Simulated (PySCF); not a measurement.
# What binds to methylamine, and how strongly

Gas-phase complexes of methylamine, each in one structure from a short search with a few starts, optimised by PBE0-D3(BJ)/def2-TZVPD; other ways of binding may lie lower. Energies in kcal/mol, CCSD(T) at its estimated basis limit, counterpoise-corrected (PySCF): interaction is complex less parts frozen as they stand in it. Contacts are written partner···methylamine; electrostatic, Pauli and orbital are terms of the uncorrected MP2 energy, whose rest is dispersion or correlation. The CCSD(T) estimate is Hartree-Fock/aug-cc-pVQZ, plus the MP2 correlation part extrapolated as X⁻³ from aug-cc-pVTZ and aug-cc-pVQZ, plus CCSD(T) less MP2 in aug-cc-pVDZ; noble-gas cores are frozen. It isn't the exact limit.

2 other partners are left out, for which the search missed the form known or expected to bind best.

No frequency run checks that these structures are minima. 1 further partner within 0.25 kcal/mol of a listed one is not ranked.

Question: Order these partners of methylamine by interaction energy, strongest first: chlorine monofluoride, hydrogen fluoride, water, hydrogen sulfide, ammonia.

Answer: chlorine monofluoride (-16.4), hydrogen fluoride (-15.2), water (-7.2), hydrogen sulfide (-4.1), ammonia (-3.1).
```csv
partner,contact,distance (Å),interaction,electrostatic,Pauli,orbital
chlorine monofluoride,Cl···N,2.14,-16.4,-52.5,83.8,-38.4
hydrogen fluoride,H···N,1.60,-15.2,-27.5,30.2,-15.5
water,H···N,1.90,-7.2,-13.9,14.7,-5.3
hydrogen sulfide,H···N,2.02,-4.1,-10.1,14.8,-5.1
ammonia,N···H,2.24,-3.1,-5.6,6.0,-1.7
```
